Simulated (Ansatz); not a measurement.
Ansatz (a quantum-chemistry and plane-wave program) input (CCSD(T)/6-31G*):

Ansatz 0.2 input:
```yaml
crystal:
  periodic: [false, false, false]
  atoms:
    - {symbol: C, position_ang: [0.00000000, -0.00000000, 0.00000000]}
    - {symbol: H, position_ang: [-0.00996657, 1.09156801, -0.02069198]}
    - {symbol: H, position_ang: [0.95018374, -0.53760457, -0.01343118]}
    - {symbol: H, position_ang: [-0.94021717, -0.55396344, 0.03412316]}
basis:
  gaussian:
    orbitals: 6-31G*
total_charge: 1
magnetization: {spin_polarized: false}
correlation: {method: ccsd_t, electrons: outside_noble_gas}
```

End of the output:

```
integrals: 0.00 GiB planned
238 factors; integrals over basis functions are off by at most 8.5e-4 eV
mean field: 0.04 GiB planned
mean field evaluation 1: about -1067.1648 eV, gradient 1.2e1 eV
mean field evaluation 2: about -1067.1641 eV, gradient 1.2e1 eV
mean field evaluation 4: about -1067.5088 eV, gradient 5.6e-1 eV
mean field evaluation 8: about -1067.5097 eV, gradient 2.5e-5 eV
mean field evaluation 16: about -1067.5097 eV, gradient 7.9e-7 eV
mean field -1067.50967849 eV, -39.2302571005 hartree, gradient 7.9e-7 eV, S^2 0.000000; 0 other end points of the search recorded, 0 dependent functions left out
1 core orbitals not correlated
reference -1067.50967849 eV, -39.2302571005 hartree; 3, 3 occupied and 17, 17 virtual orbitals, 238 factors
second order -2.58785151 eV of doubles, -0.00000000 eV of singles
coupled cluster: 0.04 GiB planned
cycle   1  -3.00538424 eV  change   -4.2e-1 eV  update   3.8e-2
cycle   2  -3.14253448 eV  change   -1.4e-1 eV  update   1.2e-2
cycle   3  -3.14628982 eV  change   -3.8e-3 eV  update   1.8e-3
cycle   4  -3.14641594 eV  change   -1.3e-4 eV  update   3.8e-4
cycle   5  -3.14645248 eV  change   -3.7e-5 eV  update   1.3e-4
cycle   6  -3.14648131 eV  change   -2.9e-5 eV  update   3.2e-5
cycle   7  -3.14647991 eV  change    1.4e-6 eV  update   7.2e-6
perturbative correction -0.04339434 eV, -0.0015947124 hartree
Total energy: -1070.69955274 eV, -39.3474828168 hartree
```
